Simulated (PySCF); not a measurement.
Reproducing measurements on benzvalene

**What was measured.**

From NIST CCCBDB Release 22 (SRD 101), experimental dipoles, for the gas: dipole moment 0.883 D.

The runs below try to reproduce these values; the comparison stands at the end.

Species: benzvalene, C6H6.
Atom-mapped SMILES: `[CH:1]1=[CH:2][C@H:3]2[C@H:4]3[C@@H:5]1[C@@H:6]23` (hydrogens: H7 on C1; H8 on C2; H9 on C3; H10 on C4; H11 on C5; H12 on C6)

Geometry (GFN2-xTB, Å), atoms numbered from 1 in this order:
```xyz
12
C6H6 angstrom
C      1.2471    0.6563   -0.2275
C      1.1714   -0.6419   -0.5052
C     -0.2254   -1.0389   -0.1745
C     -0.7260   -0.1630    0.9578
C     -0.1040    1.0367    0.2696
C     -1.1372    0.1514   -0.4003
H      2.0723    1.3341   -0.3210
H      1.9180   -1.3101   -0.8862
H     -0.5788   -2.0510   -0.3012
H     -1.2267   -0.3320    1.8879
H     -0.3397    2.0455    0.5737
H     -2.0699    0.3122   -0.8991
```

The PySCF runs (gas phase, on this GFN2-xTB geometry; no spin–orbit coupling):

| level | job | basis functions |
| --- | --- | --- |
| PBE0/pcSseg-1 | shieldings, ring-centre shieldings, charges and field gradients | 132 |
| BP86/aug-pcSseg-1, energy threshold 1e-06 Eh | shieldings, ring-centre shieldings, charges and field gradients | 210 |
| B3LYP/def2-SVPD | 8 singlets by full TDDFT, 3 Tamm–Dancoff triplets, polarisability | 168 |
| PBE0/def2-SVPD | 6 singlets by full TDDFT, 2 Tamm–Dancoff triplets, polarisability | 168 |
| B3LYP/pcJ-1 | spin–spin couplings from 12 perturbed nuclei, spin–dipole term left out | 222 |
| wB97X-D/pcJ-1, energy threshold 1e-11 Eh | spin–spin couplings from 12 perturbed nuclei, spin–dipole term left out | 222 |

Results beside the measurements:

**Dipole moment.** Measured: 0.883 D (NIST CCCBDB Release 22 (SRD 101), experimental dipoles).

```json
{"level": "PBE0/pcSseg-1", "computed (D)": "0.970", "computed − measured (D)": "+0.087", "% (from the printed values)": "+10"}
{"level": "BP86/aug-pcSseg-1", "computed (D)": "0.967", "computed − measured (D)": "+0.084", "% (from the printed values)": "+10"}
{"level": "B3LYP/def2-SVPD", "computed (D)": "0.942", "computed − measured (D)": "+0.059", "% (from the printed values)": "+7"}
{"level": "PBE0/def2-SVPD", "computed (D)": "0.950", "computed − measured (D)": "+0.067", "% (from the printed values)": "+8"}
{"level": "B3LYP/pcJ-1", "computed (D)": "0.948", "computed − measured (D)": "+0.065", "% (from the printed values)": "+7"}
{"level": "wB97X-D/pcJ-1", "computed (D)": "0.970", "computed − measured (D)": "+0.087", "% (from the printed values)": "+10"}
```

All 6 levels lie above the measurement. The computed dipoles belong to one fixed geometry; measured ones are averaged over vibrations unless marked μe. Magnitudes are compared, not signs.

The geometry is computed, not the measured one. Where a level misses, the cause wasn't examined.

The pairwise dispersion term of wB97X-D wasn't added to the energies; at a given geometry it leaves orbitals and properties as they are.
